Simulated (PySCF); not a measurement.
## C2H3, SMILES `C=[CH]` (charge 0, multiplicity 2)

Calculation: TPSSh-D3(BJ)/def2-TZVP // PBE0-D3(BJ)/def2-TZVP (PySCF).

```json
{
  "highest_occupied_spin_orbital": "-6.23 eV",
  "dipole_moment": "0.69 D",
  "total_energy": "-77.9423 Ha",
  "cost": "very roughly 50 core-seconds"
}
```

Bonded distances (Å): C1–C2 1.301, C1–H3 1.080, C2–H4 1.093, C2–H5 1.088. Angles (°): C2–C1–H3 138.5, C1–C2–H4 121.7, C1–C2–H5 122.0, H4–C2–H5 116.3.
Charge 0, spin multiplicity 2.
